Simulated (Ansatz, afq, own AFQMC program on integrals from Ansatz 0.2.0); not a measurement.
# Where AFQMC and coupled cluster stand for SiH$_{2}$O, triplet

```xyz
4

Si    0.0251   -0.0690    0.5990
O    -0.0950    0.0505   -1.0464
H     0.0837    1.1524    1.4631
H     0.7228   -0.0313   -1.5423
```

Connectivity, by distances: SiH–OH.

Basis cc-pVDZ. Only valence electrons are correlated. AFQMC by an in-house program on the Cholesky factors that Ansatz 0.2.0 writes for its CCSD(T) run. ph-AFQMC/CISD is guided by a CISD state made of CCSD amplitudes; releasing the constraint for a short imaginary time cuts its bias at the price of noise, slowly where states lie close. Uncertainties: one standard error, sampling alone.

Determinant: ROHF, the one that the program's search chose, which needn't be the lowest solution. The geometry is a point of a scan.

No full CI on the walks' own integrals is used here; CCSDT(Q) serves as the reference and is uncertain by about the last step of the cluster series.

Cautions: lower spins were not checked.

The T1 diagnostic is 0.0227. The weight of the determinant in the CISD state is 0.897 and the size of the correlated space is 12 electrons in 36 orbitals.

Reference: CCSDT(Q), correlation energy -7.708 eV. The released energy is read at 2.40 1/Eh (meV from the phaseless value at times in 1/Eh: -14 ± 16 at 0.24, -31 ± 14 at 0.51, -18 ± 13 at 0.99, -8 ± 16 at 1.62, -21 ± 19 at 2.40).

```csv
level,E − E(reference) (kcal/mol),share of correlation (%)
HF,177.76,0.00
MP2,16.93,90.48
CCSD,4.74,97.34
CCSD(T),0.84,99.53
CCSDT,0.41,99.77
ph-AFQMC/CISD,0.61 ± 0.33,99.66
released AFQMC,0.12 ± 0.44,99.93
```

Released energies are given only where the last usable release times agree within the noise; a slower fall can still hide under it.
